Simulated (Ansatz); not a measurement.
For P (model structure, started from the omega type, P6/mmm, No. 191, 3 atoms in the cell), PBE (Ansatz, a program for electronic structure, plane waves, PAW) gives:

```
Item                             Result
------------------------------  -------
equilibrium lattice constant a  4.480 Å
c axis length                   2.485 Å
```

Q: What does PBE-D3(BJ) in Ansatz (plane waves, PAW) give for the same quantities?

A: 
- lattice constant a: 4.389 Å (falls by 2.0 %)
- lattice parameter c: 2.446 Å (decreases by 1.6 %)

Changes are worked out from the printed values.

Unless a cell is named, each level is at its own relaxed cell (PBE 14.40, PBE-D3(BJ) 13.60 Å³/atom).

Ansatz's density-functional and Hartree–Fock values are scalar-relativistic unless marked +SOC, with PAW data made under PBE.

A model structure was made by putting elements into a prototype or built by hand; it is no filed structure, need not be a known phase, and can be a saddle point held by its symmetry.
